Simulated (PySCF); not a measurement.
# Where the electron goes

Species: C3H3Cl.
SMILES with atom numbers: `[CH2:1]=[C:2]=[CH:3][Cl:4]` (hydrogens: H5, H6 on C1; H7 on C3)

Theory: TDDFT PBE0/def2-SVPD, vertical, gas phase, core orbitals frozen in the response in PySCF. Isolated species at its GFN2-xTB geometry, gas phase.

Frontier orbitals with the atoms that hold most of them (Löwdin shares over 4%, at most four atoms; ? is withheld):

```csv
orbital,ε (eV),atoms
HOMO-3,-10.41,"Cl4 57%, C3 25%, C2 10%"
HOMO-2,-9.03,"Cl4 81%, C3 12%"
HOMO-1,-8.43,?
HOMO,-7.47,"Cl4 34%, C3 28%, C2 26%, C1 7%"
LUMO,-0.90,?
LUMO+1,-0.04,"C3 32%, C2 29%, C1 13%, Cl4 10%"
LUMO+2,0.74,"C1 27%, C2 20%, Cl4 15%, C3 13%"
```

Task: Give the leading atoms of the HOMO-1.

Result: C1 (bonded to C and 2 H) 40%; C2 (bonded to 2 C) 37%; Cl4 (bonded to C) 9%; C3 (bonded to C, Cl and H) 5%. By element: carbon 82%, chlorine 9%.

Task: Give the leading atoms of the LUMO.

Result: C1 (bonded to C and 2 H) 28%; C2 (bonded to 2 C) 25%; Cl4 (bonded to C) 22%; C3 (bonded to C, Cl and H) 14%. By element: carbon 67%, chlorine 22%.

Task: How does S1 compare with the orbital gap of 6.57 eV?

Result: S1 is at 4.84 eV (f = 0.0001), 1.73 eV below the gap, made of HOMO→LUMO (99%). Without the coupling terms of the response equations the lowest excitation would equal the gap.

Task: One configuration dominates each of S1, S2 and S7. Which, and how do the shares of the two leading atoms of either orbital change from the occupied to the empty one?

Result: 
- S1 (4.84 eV, f 0.0001), HOMO→LUMO (99%): Cl4 34% → 22%, C3 28% → 14%, C1 7% → 28%, C2 26% → 25%
- S2 (6.48 eV, f 0.0001), HOMO-1→LUMO+1 (98%): C1 40% → 13%, C2 37% → 29%, C3 5% → 32%
- S7 (7.47 eV, f 0.0001), HOMO-2→LUMO+1 (98%): Cl4 81% → 10%, C3 12% → 32%, C2 at most 4% → 29%

Löwdin shares depend on the basis, the more so with diffuse functions.
